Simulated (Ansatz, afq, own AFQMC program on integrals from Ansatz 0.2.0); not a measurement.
**AlSiH, triplet → AlSiH, quintet**

```yaml
atoms:
  - { symbol: Si, position_ang: [0.0000, -0.0360, 1.1654] }
  - { symbol: Al, position_ang: [0.0000, -0.0118, -1.2249] }
  - { symbol: H, position_ang: [0.0000, 1.3177, 0.3154] }
```

Connectivity, by distances: SiH–Al.

E(quintet, charge +0) − E(triplet, charge +0) at this geometry, on UHF and UHF determinants.

Basis 6-31G. Only valence electrons are correlated. Ansatz 0.2.0 and our own AFQMC program on the same integrals; the CISD trial comes from CCSD amplitudes, and released means the phaseless constraint is let go. Uncertainties: one standard error, sampling alone. The errors of all members are added in quadrature.

Full CI on the same integrals is exact in this basis and with this determinant's frozen core.

Errors are counted within 6-31G, not against nature.

Cautions: AlSiH (triplet): the released energies have errors that jump between times, so the bars are unsure, so no released level is given (meV from the phaseless value at times in 1/Eh: -2.6 ± 0.8 at 0.24, -5.2 ± 0.6 at 0.51, -7.7 ± 0.5 at 0.99, -5 ± 7 at 1.62, -12.1 ± 0.5 at 2.40), its ph-AFQMC/CISD value lies 15.8 ± 0.7 meV above full CI; AlSiH (quintet): another spin lies lower; core correlation is missing, and it shifts such a gap most where an s electron is promoted.

Reference (full CI): 84.1 kcal/mol.

```tsv
level	vertical spin gap (kcal/mol)	error against FCI (kcal/mol)
HF	62.8	-21.2
MP2	77.7	-6.4
CCSD	83.3	-0.8
CCSD(T)	84.0	-0.1
CCSDT	84.0	-0.1
CCSDT(Q)	84.1	0.0
CCSDTQ	84.1	0.0
ph-AFQMC/CISD	84.0 ± 0.03	-0.1 ± 0.03
```

Correlation beyond CCSD(T) adds 0.1 kcal/mol. The perturbative (T) step is worth +0.7 kcal/mol.

CCSDT and higher add their correlation energy to the determinant of the CCSD(T) run, since their own runs factorise the integrals more tightly (a shift of under 2 meV). A walk keeps the symmetry of its determinant, which the program's search chose and which needn't be the lowest solution, so a lower state of the same spin and another symmetry isn't excluded.
